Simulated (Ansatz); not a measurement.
Species: methyl ethyl ether, C$_{3}$H$_{8}$O, net charge 0, singlet state. 
Structure (B3LYP-D3(BJ)/def2-TZVP (Ansatz, a first-principles code) minimum search):
```
C
H 1 1.0999
H 1 1.0999 2 107.18
O 1 1.4156 2 109.77 3 119.17
C 4 1.4088 1 112.87 2 -58.78
H 5 1.0890 4 107.48 1 180.00
H 5 1.0982 6 109.00 4 120.97
H 5 1.0982 6 109.00 7 118.06
C 1 1.5130 2 110.66 3 -120.74
H 9 1.0908 1 110.53 2 179.36
H 9 1.0908 10 108.33 1 -121.24
H 9 1.0915 10 108.52 11 -117.64
```
Charge 0, spin multiplicity 1.

Quantity: atomisation energy (electronic, to ground-state atoms), in eV. Cores are frozen in the correlated levels unless marked. Open shells are spin-unrestricted. Spin-orbit coupling is left out. No relativistic terms. The coupled-cluster limit lacks core correlation, which all-electron functionals hold. CBS(X,Y): correlation extrapolated as X^-3; Hartree-Fock from the larger set. The bracket is a focal-point correction in the basis named.

| level | program | atomisation energy (eV) | minus last row |
|---|---|---|---|
| HF/6-31G | Ansatz | 33.15 | -14.38 |
| revPBE-D3(BJ)/def2-TZVPD | Ansatz + dftd3 | 47.09 | -0.44 |
| revPBE-D4/def2-TZVPD | Ansatz + dftd4 | 47.22 | -0.31 |
| r2SCAN-D3(BJ)/def2-TZVPD | Ansatz + dftd3 | 47.50 | -0.03 |
| PBE0-D3(BJ)/def2-TZVP | Ansatz + dftd3 | 47.59 | 0.06 |
| PBE0/def2-TZVPD | Ansatz | 47.45 | -0.08 |
| HSE06/def2-TZVPD | Ansatz | 47.50 | -0.03 |
| B2GP-PLYP/def2-TZVPD | Ansatz | 46.78 | -0.75 |
| B2PLYP-D4/def2-TZVPD | Ansatz + dftd4 | 47.01 | -0.52 |
| MP2/6-31G | Ansatz | 40.64 | -6.89 |
| RI-MP2/CBS(cc-pVTZ,cc-pVQZ) | Ansatz | 47.96 | 0.43 |
| CCSD/aug-cc-pVDZ | Ansatz | 44.19 | -3.34 |
| CCSD(T)/STO-3G | Ansatz | 48.36 | 0.83 |
| CCSD(T)/6-31G* | Ansatz | 43.41 | -4.12 |
| RI-MP2/CBS(cc-pVTZ,cc-pVQZ)+[CCSD(T)-MP2]/cc-pVTZ | Ansatz | 47.53 | 0.00 |
